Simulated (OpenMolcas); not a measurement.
**AlH2Cl (SMILES [AlH2][Cl]): methods side by side**

AlH2Cl: 4 atoms, total charge 0, spin state singlet. As SMILES, `[AlH2][Cl]`. The shape comes from GFN2-xTB, which is rough for such elements, and wasn't checked as a minimum.

```xyz
4

Al   -0.0629    0.0066   -0.0735
Cl    1.2461   -0.1310    1.4504
H    -1.3127   -0.8852   -0.1542
H     0.1295    1.0096   -1.2227
```

Each level gives the energy change with the Al1–Cl2 bond stretched from 2.014 to 3.020 Å (eV). The values are calculated.

```
                     level                   kind     program  value (eV)  less FCI/STO-3G  CPU time (all runs)
    HF/STO-3G (restricted)           Hartree–Fock  OpenMolcas        3.88            +0.31                2.8 s
 SVWN5/STO-3G (restricted)                    LDA  OpenMolcas        3.34            -0.23                6.1 s
   PBE/STO-3G (restricted)                    GGA  OpenMolcas        3.09            -0.48                6.7 s
r2SCAN/STO-3G (restricted)               meta-GGA  OpenMolcas        3.28            -0.29                  8 s
M06-2X/STO-3G (restricted)        hybrid meta-GGA  OpenMolcas        3.57             0.00                7.3 s
  PBE0/STO-3G (restricted)          global hybrid  OpenMolcas        3.40            -0.17                6.6 s
   MP2/STO-3G (restricted)    perturbation theory  OpenMolcas        3.72            +0.15                2.9 s
  CISD/STO-3G (restricted)  coupled cluster or CI  OpenMolcas        3.60            +0.03                3.1 s
                FCI/STO-3G     exact in the basis  OpenMolcas        3.57             0.00                6.9 s
```

FCI/STO-3G is exact within its basis and frozen core, so for wave-function methods in that basis the difference is their error; functionals converge differently with the basis, so for them it is only a difference. The first shape isn't each level's own minimum. The values span 3.09 to 3.88 eV. All rows use very small basis sets, so even the best lies far from the true value. Times are those of the runs behind each value, whatever else they computed, on shared processors of several kinds: orders of magnitude only.
